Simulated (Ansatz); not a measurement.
Candidates: GaI3 (P2₁/c, No. 14), LaBr3 (P6₃/m, No. 176), SnF4 (I4/mmm, No. 139), SnCl2 (Pnma, No. 62), PbF2 (Pnma, No. 62), BaBr2 (Pnma, No. 62). Level: r²SCAN+rVV10 in Ansatz (plane waves, PAW).

Ansatz's runs of these crystals have no spin polarisation.

Spin–orbit coupling is left out, also for the solids with elements from indium on (GaI3, LaBr3, SnF4, SnCl2, PbF2, BaBr2); its size isn't shown.

Ansatz's density-functional and Hartree–Fock values are scalar-relativistic unless marked +SOC, with PAW data made under PBE.

Which of them have a computed volume per atom between 14 and 29 Å³/atom?

SnCl2 (Pnma, No. 62), PbF2 (Pnma, No. 62). The values: GaI3 (P2₁/c, No. 14) 40.24 Å³/atom; LaBr3 (P6₃/m, No. 176) 30.96 Å³/atom; SnF4 (I4/mmm, No. 139) 12.66 Å³/atom; SnCl2 (Pnma, No. 62) 26.20 Å³/atom; PbF2 (Pnma, No. 62) 15.55 Å³/atom; BaBr2 (Pnma, No. 62) 33.57 Å³/atom.

Ansatz is a program for electronic structure.
